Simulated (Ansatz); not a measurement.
Geometry optimisation, RKS PBE/def2-SVP in Ansatz.

Input file:

```yaml
crystal:
  periodic: [false, false, false]
  atoms:
    - { symbol: B, position_ang: [0.0, 0.0, 0.0] }
    - { symbol: F, position_ang: [0.0, 0.0, 1.67] }
    - { symbol: "N", position_ang: [1.3423, 0.0, -0.775] }
    - { symbol: H, position_ang: [1.8089, -0.9179, -1.0268] }
    - { symbol: H, position_ang: [1.7937, 0.9179, -1.0532] }
    - { symbol: H, position_ang: [-1.0305, 0.0, -0.595] }
    - { symbol: H, position_ang: [0.0668, 1.4124, 0.4698] }
    - { symbol: H, position_ang: [0.0526, 1.1131, 1.3144] }
basis:
  gaussian: { orbitals: def2-SVP }
hamiltonian:
  xc: pbe
relax:
  f_tol: 0.15
  max_steps: 25
  restrain:
    - { distance: [0, 6], at: 1.19, k: 30.0 }
    - { distance: [7, 1], at: 0.92, k: 30.0 }
    - { distance: [0, 1], at: 2.52, k: 30.0 }
    - { distance: [7, 6], at: 1.86, k: 30.0 }
```

Command:

```bash
$ ansatz run input.yaml --threads 1 --pin off --max-ram 2048MiB --backend cpu --events-out ev --progress --plain --runs-dir out
```

Where does it end, and by what steps?

The forces met the threshold. The restraints hold the end off the free minimum. After 10 steps the energy has fallen by 2.468 eV (the restraints' own energy left out); B1 moved furthest, 0.58 Å. Joined: F2–H8 (1.17 → 0.93 Å).

```tsv
step	energy less start (eV)	largest force component (eV/Å)	accepted
0	0.0000	3.610	yes
1	-0.8022	3.623	yes
2	-1.6089	2.331	yes
3	-1.9941	1.675	yes
4	-2.3079	0.856	yes
5	-2.2412	1.976	no
6	-2.3888	0.771	yes
7	-2.4573	0.542	yes
8	-2.4675	0.499	yes
9	-2.4662	0.453	no
10	-2.4677	0.418	yes
```

```xyz
8
Properties=species:S:1:pos:R:3
B 0.062 0.427 -0.390
F 0.083 0.082 2.113
N 1.321 0.067 -0.867
H 1.527 -0.860 -1.241
H 2.137 0.677 -0.821
H -0.878 -0.332 -0.503
H -0.091 1.562 -0.011
H -0.126 0.902 1.723
```

The run took 15 s on 1 thread of Arm Neoverse V2 (shared host), peak memory 0.12 GiB.
